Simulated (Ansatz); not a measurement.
The cluster Li3⁺ (the lowest singlet isomer of a short search) was relaxed with r2SCAN (def2-TZVP) in Ansatz in these states: charge +1 singlet, charge +1 triplet. The geometries follow in no particular order.

A:

```csv
atom,x (Å),y (Å),z (Å)
Li1,-1.372,-0.861,-2.785
Li2,-0.001,0.000,0.000
Li3,1.373,0.860,2.785
```

B:

```xyz
3

Li    1.735    0.145   -0.264
Li   -0.936    1.407    0.495
Li   -0.799   -1.553   -0.231
```

Task: Judge from the bond lengths which geometry belongs to which state (an estimate).

Result: A is the charge +1 triplet (Li1–Li3 6.443 Å, Li2–Li3 3.222 Å, Li1–Li2 3.222 Å); B is the charge +1 singlet (Li1–Li3 3.051 Å, Li2–Li3 3.051 Å, Li1–Li2 3.051 Å).

At PBE0/def2-TZVP a singlet lies 0.81 eV below the charge +1 triplet. These are the stationary points nearest to one start from a short search; other shapes may lie lower in each state.
